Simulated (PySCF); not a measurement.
**Reproducing measurements on C2HCl3**

**What was measured.**

NIST CCCBDB Release 22 (SRD 101), experimental polarizabilities lists, for the gas: mean polarisability 9.751 Å³.

The results are set against them at the end.

Species: C2HCl3.
SMILES with atom numbers: `[Cl:1][CH:2]=[C:3]([Cl:4])[Cl:5]` (hydrogens: H6 on C2)

Cartesian coordinates in Å at the GFN2-xTB level; atoms count from 1:
```xyz
6
C2HCl3 angstrom
Cl     1.8893    0.9865   -0.0188
C      0.6902   -0.2295   -0.0288
C     -0.6099    0.0505    0.0135
Cl    -1.2401    1.6417    0.0830
Cl    -1.7813   -1.2045    0.0022
H      1.0550   -1.2428   -0.0726
```

The PySCF runs (gas phase, on this GFN2-xTB geometry; no spin–orbit coupling):

| level | job | basis functions | wall time |
| --- | --- | --- | --- |
| CAM-B3LYP/def2-SVPD | 8 singlets by full TDDFT, 3 Tamm–Dancoff triplets, polarisability | 129 | 18 s |

Hardware: one thread, Arm Neoverse N1, no GPU, on a shared host.

Results beside the measurements:

**Mean polarisability.** Measured: 9.751 Å³ (NIST CCCBDB Release 22 (SRD 101), experimental polarizabilities).

```json
{"level": "CAM-B3LYP/def2-SVPD", "computed (Å³)": "9.963", "computed − measured (Å³)": "+0.212", "% (from the printed values)": "+2"}
```

The computed values are static and purely electronic, with core orbitals frozen in the response (1 au = 0.148185 Å³). The table of measured values doesn't say here whether a value is static or optical, or holds a vibrational part.

The geometry is computed, not the measured one. Where a level misses, the cause wasn't examined.
